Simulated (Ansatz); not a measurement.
A calculation with Ansatz (development build ahead of 0.2.0).

```yaml
crystal:
  periodic: [false, false, false]
  atoms:
    - { symbol: "N", position_ang: [0.0, 0.0, 0.5859] }
    - { symbol: "N", position_ang: [0.0, 0.0, -0.5859] }
basis:
  gaussian: { orbitals: cc-pVDZ }
total_charge: 1
magnetization:
  initial_magnetization: 1
hamiltonian:
  xc: hf
correlation:
  method: ccsd_t
  frozen_orbitals: { "N": 1 }
```

The input is written out in the form of the current development build from the run's settings. Correlation on restricted open-shell orbitals is semicanonical, with singles.

Results

* Converged: yes
* Reference energy: -108.35344 hartree
* CCSD correlation energy: -0.34778 hartree
* Triples correction: -0.02030 hartree
* Total energy: -108.72152 hartree
* Spin squared of the determinant: 0.750
